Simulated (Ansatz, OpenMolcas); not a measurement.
How basis sets differ on SiCl2 (SMILES Cl[Si]Cl)

SiCl2: 3 atoms, total charge 0, spin state singlet. SMILES: `Cl[Si]Cl`. The coordinates come from a PBE0-D4/def2-TZVP relaxation.

```xyz
3

Cl    0.2938    1.6038    0.3380
Si   -0.7701   -0.0104   -0.4220
Cl    0.4763   -1.5934    0.0840
```

Quantity: the dipole moment, in D. The values are calculated.

```csv
level,kind,program,value (D),CPU time
HF/ANO-RCC-MB (DKH2),Hartree–Fock,OpenMolcas,2.24,1.8 s
HF/STO-3G,Hartree–Fock,OpenMolcas,3.12,1.8 s
HF/3-21G,Hartree–Fock,Ansatz,2.48,1 s
HF/cc-pVDZ,Hartree–Fock,Ansatz,1.31,3.1 s
HF/def2-SVP,Hartree–Fock,Ansatz,1.19,1.5 s
HF/cc-pVTZ,Hartree–Fock,OpenMolcas,1.08,16 s
HF/jorge-TZP (sfX2C),Hartree–Fock,Ansatz,1.15,8.2 s
```

The values span 1.08 to 3.12 D. Sets without polarisation functions give poor dipoles. Without the sets that lack polarisation functions the rows with a basis span only 1.08 to 1.31 D. CPU times are rough (shared hosts, several kinds of processor): they show what a rung costs within a factor of a few.
